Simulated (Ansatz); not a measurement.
System: rutile MnF₂. Method: r²SCAN+rVV10 (Ansatz, an electronic-structure program, plane waves, PAW).

Run with plane-wave cutoff 560 eV, 8×8×10 k mesh (along the axes of the cell as run), Fermi–Dirac smearing 0.01 eV, spin-polarised with opposed moments, scalar-relativistic PAW data made under PBE.

Cell (relaxed at this level):

```
MnF2
1.0
    4.84307     0.00000     0.00000
    0.00000     4.84307     0.00000
    0.00000     0.00000     3.28810
Mn F
2 4
Direct
  0.00000   0.00000   0.00000
  0.50000   0.50000   0.50000
  0.30371   0.30371   0.00000
  0.80371   0.19629   0.50000
  0.19629   0.80371   0.50000
  0.69629   0.69629   0.00000
```
Starting moments (μB, in the order of the record's atoms Mn Mn F F F F): 5.0 -5.0 0.0 0.0 0.0 0.0.

**Question.** Predict the smallest direct gap on the k points sampled, bulk modulus B0 and pressure derivative B′ of the bulk modulus.

**Answer.** 
- smallest direct gap on the k points sampled: 2.95 eV
- bulk modulus B0: 99.8 GPa
- pressure derivative B′ of the bulk modulus: 4.6

Note: without U or exact exchange, gaps and moments of open d shells tend to come out too small; the bulk modulus comes from volumes at which shape and atoms were relaxed.
